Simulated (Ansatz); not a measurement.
The same path of H + H4Si (6 atoms, charge 0, multiplicity 2) was run twice with different band settings. Lost on the way: H1–Si2. Made: H1–H3.

Method: UKS PBE-D4/def2-TZVP in Ansatz.

Relaxed end points:

```xyz
6
Properties=species:S:1:pos:R:3
H -0.648 -0.384 -0.154
Si 0.619 0.354 0.129
H -3.106 -1.775 -0.647
H 0.599 0.865 1.532
H 0.751 1.504 -0.814
H 1.784 -0.564 -0.046
```

```xyz
6
Properties=species:S:1:pos:R:3
H -1.521 -0.880 -0.324
Si 1.211 0.698 0.260
H -2.164 -1.245 -0.463
H 0.381 0.747 1.502
H 0.526 1.390 -0.875
H 1.566 -0.709 -0.100
```

Common settings: spring 5.0 eV/Å²; optimiser quadratic models (default); start path through a guess of the saddle point; force threshold 0.05 eV/Å; iteration limit 60; end points relaxed.

| run | movable images | climbing image |
| --- | --- | --- |
| 1 | 7 | yes |
| 2 | 8 | no |

(1) What does each run give, and how far can it be trusted?

## Answers

(1) Run 1: converged after 22 iterations, highest image 0.046 eV above the first end. A vibrational analysis at the climbing image gives one clearly imaginary mode, 460i cm⁻¹: a first-order saddle point.
Run 2: converged after 24 iterations, highest image 0.020 eV above the first end. No image climbed, so the highest image needn't sit at the top of the path.
